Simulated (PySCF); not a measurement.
B3LYP has the VWN-RPA correlation part, as in Gaussian. 

Cartesian coordinates (Å):
```xyz
6

C     -0.3464    -0.0238    -0.0001
O      0.9737    -0.4483    -0.2382
H     -0.5638     0.1479     1.0739
H     -0.6151     0.9001    -0.5517
H     -1.0208    -0.8216    -0.3480
H      1.5724     0.2458     0.0641
```
Charge 0, spin multiplicity 1.

### Question
Estimate the HOMO–LUMO gap, dipole moment and LUMO that B3LYP-D3(BJ)/def2-TZVP // B3LYP-D3(BJ)/def2-SVP run with PySCF returns for this input.

### Answer

```json
{
 "HOMO–LUMO gap": "8.32 eV",
 "dipole_moment": "1.67 D",
 "LUMO": "0.67 eV"
}
```
